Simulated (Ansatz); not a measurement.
## BHO2 (oxoborinic acid): the energy, rung by rung

The species is BHO2 (4 atoms), meant as a singlet with charge 0. As SMILES, `O=BO`. The shape is that of a PBE0-D4/def2-TZVP optimisation.

```tsv
atom	x (Å)	y (Å)	z (Å)
O	-1.5551	0.5235	0.4285
B	-0.4239	0.1320	0.2486
O	0.8167	-0.3020	0.1086
H	1.1623	-0.3535	-0.7857
```

Quantity: the energy change with the B2–O3 bond stretched from 1.322 to 1.983 Å, in eV. The values are calculated.

```
                      level                    kind  program  value (eV)  less FCI/STO-3G
  SVWN5/STO-3G (restricted)                     LDA   Ansatz        4.01            +0.84
    PBE/STO-3G (restricted)                     GGA   Ansatz        3.57            +0.40
 r2SCAN/STO-3G (restricted)                meta-GGA   Ansatz        3.82            +0.65
   PBE0/STO-3G (restricted)           global hybrid   Ansatz        3.94            +0.77
  HSE06/STO-3G (restricted)  range-separated hybrid   Ansatz        3.94            +0.77
 B2PLYP/STO-3G (restricted)           double hybrid   Ansatz        3.78            +0.61
RPA@PBE/STO-3G (restricted)                     RPA   Ansatz        3.08            -0.09
BCCD(T)/STO-3G (restricted)   coupled cluster or CI   Ansatz        3.19            +0.02
CCSD(T)/STO-3G (restricted)   coupled cluster or CI   Ansatz        3.19            +0.02
                 FCI/STO-3G      exact in the basis   Ansatz        3.17             0.00
```

FCI/STO-3G is exact within its basis and frozen core, so for wave-function methods in that basis the difference is their error; functionals converge differently with the basis, so for them it is only a difference. The first shape isn't each level's own minimum. The values span 3.08 to 4.01 eV. All rows use very small basis sets, so none should be taken for the real molecule's value.
